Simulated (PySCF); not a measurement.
Start geometry of `N[SiH2]F` from GFN2-xTB (Å):
```
atom  x, y, z in Å
N1     1.0483   -0.0294   -0.1213
Si2   -0.6623   -0.0546   -0.0298
F3    -1.0697    1.4962   -0.1355
H4     1.5697   -0.8886   -0.1140
H5     1.5561    0.6978    0.3565
H6    -1.1703   -0.7315   -1.2096
H7    -1.2685   -0.4850    1.2265
```

Question: What comes out of this run: PySCF, PBE0-D3(BJ)/def2-SVP geometry optimisation, gas phase?

Answer: 
```
atom  x, y, z in Å
N1     1.006   -0.089    0.158
Si2   -0.685    0.105    0.011
F3    -1.152    1.601   -0.443
H4     1.600   -0.174   -0.658
H5     1.512    0.286    0.951
H6    -1.170   -0.812   -1.053
H7    -1.297   -0.127    1.345
```

The energy falls by 21.5 kJ/mol over 14 energy and gradient evaluations, the largest force component goes from 0.0146 to 3.9e-04 Eh/bohr, and the atoms move by 0.480 Å rms after alignment. The bond that changes most is Si2–H6 (fluorine-bound silicon to Si–H hydrogen), which lengthens by 0.034 Å. Bonds longer at the end by more than 0.005 Å: 5 of 6; shorter: 1. Among the angles that change most is N1–Si2–F3, from 103.6° to 114.3°. Among the dihedrals that turn most is H4–N1–Si2–H6, from -63° to 42°. Rotational constants go from 20634, 7656, 6021 to 23124, 6711, 5740 MHz. The orientation of the end geometry is arbitrary; only internal coordinates are fixed.

The run used 66 basis functions and 90 SCF cycles in all. Time: 15 s of wall time. Hardware: one thread of an Arm Neoverse V2 (shared host).

Whether it is a minimum is left open (no frequencies). The numbers are those of one conformer.
